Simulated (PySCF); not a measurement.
2-propanamine, C3H9N.
Z-matrix (Å and degrees, PBE0-D3(BJ)/def2-SVP geometry), rows numbered from 1:
```
C 
C   1  1.5211
C   2  1.5211  1  111.47
N   2  1.4549  1  109.01  3  -120.36
H   1  1.1012  2  110.11  3    61.10
H   1  1.1005  2  111.26  3   -59.56
H   1  1.1021  2  111.16  3  -179.51
H   2  1.1138  1  107.36  3   117.32
H   3  1.1005  2  111.27  1    59.25
H   3  1.1021  2  111.16  1   179.20
H   3  1.1012  2  110.09  1   -61.41
H   4  1.0184  2  110.32  1  -177.63
H   4  1.0184  2  110.32  1   -60.50
```

Computed, not measured: TDDFT CAM-B3LYP/def2-SVPD, vertical, gas phase, core orbitals frozen in the response in PySCF 2.14.0, density-fitted response routines.

Computed states:

```tsv
state	E (eV)	f
S1	6.39	0.013
S2	7.63	0.0001
S3	7.81	0.039
S4	7.98	0.078
S5	8.69	0.038
S6	9.10	0.0074
```

Each state is given a Gaussian of 0.5 eV full width at half maximum, with ε(max) = 2.175×10⁸ f / Δν̃ (Δν̃ the width in cm⁻¹). The width is an assumption, not a result. The curve ends short of the highest state used, and states not computed would add to its high-energy end.

Problem. What does the envelope look like, and where are its maxima?

Solution. 
```tsv
E (eV)	ε (L mol⁻¹ cm⁻¹)
5.64	1
5.73	6
5.83	23
5.93	71
6.03	174
6.13	342
6.23	541
6.33	684
6.43	692
6.52	579
6.62	385
6.72	205
6.82	87
6.92	30
7.02	10
7.12	14
7.22	51
7.32	180
7.41	472
7.51	1147
7.61	2301
7.71	3817
7.81	5241
7.91	5948
8.01	5570
8.11	4311
8.20	2966
8.30	1845
8.40	1421
8.50	1585
```

Maxima: 194 nm (6.38 eV), ε about 710, made up of S1 (100%); 156 nm (7.93 eV), ε about 6000, made up of S3 (31%) and S4 (69%) (ε in L mol⁻¹ cm⁻¹; maxima over ε = 5, shares over 10%). At its high-energy end, 8.50 eV, the curve is still rising (ε about 1600, from S4 and S5).

Problem. Coming from long wavelengths, where does ε first pass 100 L mol⁻¹ cm⁻¹?

Solution. At about 208 nm (5.97 eV), 0.42 eV below S1.

Problem. What would ε be at 7.93 eV, the highest of these maxima, with half the width (0.25 eV)?

Solution. About 10000 L mol⁻¹ cm⁻¹ against 5960, a factor of about 1.7; a lone state at its own centre would give exactly 2.

Problem. On this curve, what absorbance would a 10⁻⁵ mol/L sample give at 193 nm over a 1 cm path?

Solution. 193 nm is 6.424 eV, where ε is about 700 L mol⁻¹ cm⁻¹, so A = ε c l ≈ 0.007 (Beer–Lambert, with the gas-phase spectrum and the assumed width).

Rough CPU time on one thread of a shared machine: about 40 s (grids of density and orbitals included).

One conformer stands for the species.
